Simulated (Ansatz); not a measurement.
A run of Ansatz (development build ahead of 0.2.0) on singlet C2H3N at this shape:

```tsv
atom	x (Å)	y (Å)	z (Å)
C	-0.0054	-0.0155	-1.2220
C	0.0196	0.0424	0.2962
N	0.0197	-0.0454	1.4422
H	-0.0057	-1.0570	-1.5982
H	-0.8824	0.4746	-1.5293
H	0.8824	0.4850	-1.5936
```

Its results:

| Property | Result |
| --- | --- |
| Converged | yes |
| Total energy | -132.63635 hartree |
| Spin squared of the determinant | 0.000 |
| Stability test | minimum among restricted orbitals |

Forces (eV/Å):
```csv
atom,Fx,Fy,Fz
C1,1.091,-0.797,2.180
C2,0.002,-0.836,-1.813
N3,0.020,0.271,-0.026
H4,-0.028,0.466,0.480
H5,-1.137,0.727,-0.664
H6,0.052,0.169,-0.157
```

Which input gives this output? Name the method, the orbitals and the basis set, and write the input.

PBE0 (restricted) in def2-TZVP. An unrestricted run that stays on the closed shell gives the same numbers.

```yaml
crystal:
  periodic: [false, false, false]
  atoms:
    - { symbol: C, position_ang: [-0.00536, -0.01548, -1.22202] }
    - { symbol: C, position_ang: [0.01955, 0.04241, 0.29615] }
    - { symbol: "N", position_ang: [0.01966, -0.04542, 1.44223] }
    - { symbol: H, position_ang: [-0.00575, -1.05704, -1.59819] }
    - { symbol: H, position_ang: [-0.88239, 0.47463, -1.52927] }
    - { symbol: H, position_ang: [0.88236, 0.48497, -1.59357] }
basis:
  gaussian: { orbitals: def2-TZVP }
hamiltonian:
  xc: pbe0
output:
  forces: true
```
